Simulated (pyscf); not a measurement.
Thermochemistry of product channels of Cl–SnH(Cl)–Cl + CH₃• on the doublet surface, in kJ/mol, from ωB97M-D3(BJ)/def2-TZVP energies (ideal gas, 1 atm, RRHO with modes under 100 cm⁻¹ raised to 100, one conformer, R ln 2 for chiral ones without a mode under 150 cm⁻¹). PySCF, gas phase, ωB97X-D3(BJ)/def2-SVP geometries.

| products | ΔE | ΔH(298 K) | ΔG(298 K) | ΔG(1200 K) |
|---|---|---|---|---|
| HCl + H₃C–Sn•(Cl)–Cl | -66.3 | -54.7 | -59.3 | -71.2 |
| Cl–Sn•(Cl)–Cl + CH₄ | -167.7 | -148.7 | -147.7 | -134.9 |

These are energies of the channels, which say nothing of barriers. Elements past Kr carry the def2 core potentials, without spin-orbit coupling.
